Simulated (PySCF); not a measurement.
**Unknown compound**

The spectra below were simulated for a compound CHNO.

¹H NMR (300 MHz, computed): δ 3.84 (br s, 1H).

¹³C{¹H} NMR (computed): δ 115.7 (C).

Non-relativistic, no solvent model, one conformer. PBE0-D3(BJ)/def2-TZVP structure; NMR shieldings at B97-2/pcSseg-2/GIAO; PySCF 2.14.0 with density-fitted response routines.

Referencing at the same level of theory: TMS for ¹H, ¹³C.

Problem. What is the structure?

Solution. 
1. Rings plus π bonds: 2 (no ring in the answer).
2. Carbon types of the structure: 1 × C, leaving 1 H on heteroatoms.
3. δC 115.7: nitrile carbon; C≡N carbons fall here, among the sp2 signals but without a proton.
4. δH 3.84: hydrogen on an oxygen bonded to C; labile proton, position sensitive to the medium.

The compound is SMILES N#CO.

The OH or NH signal is concentration- and solvent-dependent in practice; the value given is the gas-phase one. Shifts are as computed. Against solution values, carbons near 30 ppm lie about +3 ppm off and those near 130 ppm about +7 ppm. Of 1211 compounds with measured shifts, 218 miss one by over three times the rms of a fit or turn the order of signals round; such compounds aren't used in these exercises.
